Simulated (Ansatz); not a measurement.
# BH2SF (SMILES FBS) at 6 levels

We compute a comparison of 6 runs (HF/STO-3G, UHF/STO-3G, B3LYP/STO-3G, SVWN5/STO-3G, UB3LYP/STO-3G, CCSD(T)/STO-3G) of BH2SF. 

Program for the calculation: Ansatz 0.2.0.

65 further runs of the same task are left out: 65 set aside as unsound or not needed.

### 1 Starting point

BH2SF has 5 atoms, charge 0, and is taken as a singlet. As SMILES, `FBS`. The H5–S3 distance was set to 2.012 Å, away from the relaxed value. At this shape a bond of the SMILES string is far longer than usual.

Bond lengths: F1–B2 1.322 Å, B2–S3 1.794 Å, B2–H4 1.194 Å. Angles: F1–B2–S3 117.9°, F1–B2–H4 119.5°, S3–B2–H4 122.6°. A long bond or contact: S3–H5 2.012 Å.

### 2 A single-point energy at HF/STO-3G (run 1)

The input, in.yaml:

```yaml
crystal:
  periodic: [false, false, false]
  atoms:
    - symbol: F
      position_ang: [-1.293589, -1.058440, -1.698659]
    - symbol: B
      position_ang: [-0.587289, -0.491640, -0.735559]
    - symbol: S
      position_ang: [0.797911, 0.546060, -1.208859]
    - symbol: H
      position_ang: [-0.886489, -0.683440, 0.404241]
    - symbol: H
      position_ang: [1.321400, 1.003700, 0.679600]
basis:
  gaussian:
    orbitals: STO-3G
hamiltonian:
  xc: hf
accuracy: high
```

Run with:

```console
ansatz run in.yaml --threads 1 --pin off --max-ram 2610MiB --events-out events.jsonl --progress --plain --runs-dir runs
```

Output:

```text
Warning: RAYON_NUM_THREADS=1 ignored (pool sized by the plan → 1); use --threads N
Functional definition: HF
  name "HF"
  exchange = exact_x
  correlation = 0
370 factors; integrals over basis functions are off by at most 3.3e-8 eV
mean field evaluation 1: about -14057.4178 eV, gradient 2.3e1 eV
mean field evaluation 2: about -14057.4582 eV, gradient 2.3e1 eV
mean field evaluation 4: about -14059.6146 eV, gradient 1.4e0 eV
mean field evaluation 8: about -14059.6230 eV, gradient 3.5e-2 eV
mean field -14059.62303046 eV, -516.6816164147 hartree, gradient 9.4e-9 eV, S^2 0.000000; 0 other end points of the search recorded, 0 dependent functions left out
reference -14059.62303046 eV, -516.6816164147 hartree; 16, 16 occupied and 5, 5 virtual orbitals, 370 factors
Total energy: -14059.62303046 eV, -516.6816164147 hartree
```

Wall time 0.12 s (1 thread of Arm Neoverse V1, shared host).

### 3 A single-point energy at UHF/STO-3G (run 2)

The input, run.yaml:

```yaml
crystal:
  periodic: [false, false, false]
  atoms:
    - symbol: F
      position_ang: [-1.293589, -1.058440, -1.698659]
    - symbol: B
      position_ang: [-0.587289, -0.491640, -0.735559]
    - symbol: S
      position_ang: [0.797911, 0.546060, -1.208859]
    - symbol: H
      position_ang: [-0.886489, -0.683440, 0.404241]
    - symbol: H
      position_ang: [1.321400, 1.003700, 0.679600]
basis:
  gaussian:
    orbitals: STO-3G
magnetization:
  spin_polarized: true
  initial_magnetization: 0
accuracy: high
hamiltonian:
  xc: hf
```

Run with:

```console
ansatz run run.yaml --threads 1 --pin off --max-ram 2610MiB --events-out events.jsonl --progress --plain --runs-dir runs
```

Output:

```text
Warning: RAYON_NUM_THREADS=1 ignored (pool sized by the plan → 1); use --threads N
Functional definition: HF
  name "HF"
  exchange = exact_x
  correlation = 0
370 factors; integrals over basis functions are off by at most 3.3e-8 eV
mean field evaluation 1: about -14057.4178 eV, gradient 1.6e1 eV
mean field evaluation 2: about -14057.4582 eV, gradient 1.6e1 eV
mean field evaluation 4: about -14059.6146 eV, gradient 9.8e-1 eV
mean field evaluation 8: about -14059.6230 eV, gradient 2.5e-2 eV
mean field evaluation 16: about -14060.5651 eV, gradient 2.5e-1 eV
mean field evaluation 32: about -14060.5526 eV, gradient 1.5e-4 eV
mean field evaluation 64: about -14059.6230 eV, gradient 3.5e-2 eV
mean field -14060.55258473 eV, -516.7157769038 hartree, gradient 2.4e-8 eV, S^2 0.669410; 4 other end points of the search recorded, 0 dependent functions left out
reference -14060.55258473 eV, -516.7157769038 hartree; 16, 16 occupied and 5, 5 virtual orbitals, 370 factors
Total energy: -14060.55258473 eV, -516.7157769038 hartree
```

Wall time 0.28 s (1 thread of Arm Neoverse V1, shared host).

Runs 3 to 5 aren't shown in full; the table further down has their settings and results.

### 4 A single-point energy at CCSD(T)/STO-3G (run 6)

The input, job.yaml:

```yaml
crystal:
  periodic: [false, false, false]
  atoms:
    - symbol: F
      position_ang: [-1.293589, -1.058440, -1.698659]
    - symbol: B
      position_ang: [-0.587289, -0.491640, -0.735559]
    - symbol: S
      position_ang: [0.797911, 0.546060, -1.208859]
    - symbol: H
      position_ang: [-0.886489, -0.683440, 0.404241]
    - symbol: H
      position_ang: [1.321400, 1.003700, 0.679600]
basis:
  gaussian:
    orbitals: STO-3G
correlation:
  method: ccsd_t
  frozen_orbitals: {B: 1, F: 1, H: 0, S: 5}
scf:
  omitted_lower_state_checks: [cluster_reference, increment]
accuracy: high
```

Run with:

```console
ansatz run job.yaml --threads 1 --pin off --max-ram 2610MiB --events-out events.jsonl --progress --plain --runs-dir runs
```

Output (excerpt; [...] marks lines left out):

```text
Warning: RAYON_NUM_THREADS=1 ignored (pool sized by the plan → 1); use --threads N
Functional definition: HF
  name "HF"
[...]
370 factors; integrals over basis functions are off by at most 3.3e-8 eV
[...]
mean field -14059.62303046 eV, -516.6816164147 hartree, gradient 9.4e-9 eV, S^2 0.000000; 0 other end points of the search recorded, 0 dependent functions left out; unrestricted orbitals would lower it
7 core orbitals not correlated: weight in the atoms' cores, before any rotation towards them, 1.000 or more for the frozen orbitals, at most 0.000 for the correlated occupied ones
reference -14059.62303046 eV, -516.6816164147 hartree; 9, 9 occupied and 5, 5 virtual orbitals, 370 factors
second order -3.16621974 eV of doubles, -0.00000000 eV of singles
cycle   1  -3.79755352 eV  change   -6.3e-1 eV  update   1.2e-1
[...]
cycle  28  -4.40037676 eV  change  -3.8e-10 eV  update  4.2e-10
perturbative correction -0.15657302 eV, -0.0057539525 hartree
Total energy: -14064.17998024 eV, -516.8490812304 hartree
Checks for a lower state left out: cluster_reference, increment
```

Run time: 0.2 s. Hardware: 1 thread of Arm Neoverse V1, shared host.

### 5 Overview of the runs

```
run           level  frozen core orbitals  energy (Eh)  wall time
  1       HF/STO-3G                     –  -516.681616     0.12 s
  2      UHF/STO-3G                     –  -516.715777     0.28 s
  3    B3LYP/STO-3G                     –  -517.888623      1.2 s
  4    SVWN5/STO-3G                     –  -515.545794     0.74 s
  5   UB3LYP/STO-3G                     –  -517.888623        2 s
  6  CCSD(T)/STO-3G                     7  -516.849081      0.2 s
```

### 6 What came out

| quantity | value |
| --- | --- |
| run 6: total energy | -516.84908 Eh |
| run 6: correlation energy (7 core orbitals frozen) | -167.5 mEh |
| run 6: (T) correction | -5.75 mEh |
| run 6: T1 diagnostic | 0.019 |

Totals of different functionals can't be ranked against each other. In run 6 the log says that unrestricted orbitals would lower the reference, so the values rest on an unstable closed-shell determinant (other closed-shell runs at this shape may share the fault). In runs 1, 2, 3, 4, 5, 6 the basis is minimal, so the values are rough. Spin contamination of the reference: run 2 ⟨S²⟩ = 0.67. Where it is this large, the reference is a mixture of spin states, and values that rest on it are in doubt. All runs together took 4.6 s, the longest 2 s.
